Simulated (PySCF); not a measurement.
**Basis and Hamiltonian dependence of the ionisation energy of O**

O [He] 2s2 2p4 (3P) → O⁺ [He] 2s2 2p3 (4S). All values are computed (PySCF 2.14, energy differences of UHF-based or UKS calculations, no spin-orbit coupling). Values in eV.

```tsv
basis	Hamiltonian	functions	UHF	LDA	PBE0	MP2 (valence)	CCSD(T) (valence)	CCSD(T) (valence and next inner shell)
x2c-SVPall	spin-free X2C	14	12.072	13.829	n/a	12.953	12.969	n/a
cc-pVDZ-DK	spin-free X2C	14	11.954	n/a	13.657	12.828	12.839	n/a
def2-SVP	non-relativistic	14	12.083	13.839	13.775	12.963	12.979	n/a
jorge-DZP-DKH	spin-free X2C	15	11.988	13.889	n/a	12.839	12.870	n/a
aug-cc-pVDZ	non-relativistic	23	12.057	13.997	13.852	13.095	13.148	n/a
x2c-TZVPPall	spin-free X2C	31	12.007	13.955	13.814	13.249	13.320	13.329
def2-TZVP	non-relativistic	31	12.017	n/a	n/a	13.258	13.330	n/a
x2c-TZVPall	spin-free X2C	31	12.007	n/a	13.814	13.249	13.320	n/a
x2c-TZVPPall with one added diffuse shell each of s, p, d type	spin-free X2C	40	12.015	13.973	13.829	13.277	13.356	13.365
def2-TZVPPD	non-relativistic	40	12.025	13.983	13.839	13.284	13.362	13.371
dyall-acv3z	spin-free X2C	76	12.010	13.993	13.834	13.328	13.413	13.425
aug-cc-pVQZ	non-relativistic	80	12.025	14.003	13.850	13.434	13.514	n/a
aug-cc-pVQZ with one added diffuse shell each of s, p, d, f, g type	non-relativistic	105	12.024	14.003	13.849	13.434	n/a	n/a
aug-cc-pCVQZ-DK	spin-free X2C	109	12.014	13.996	13.840	13.432	n/a	n/a
```

Frozen in the all-electron rows: valence: 1s2; valence and next inner shell: nothing.

Reference for a calculation without spin-orbit coupling: 13.608 eV (measured, between term centres; NIST).
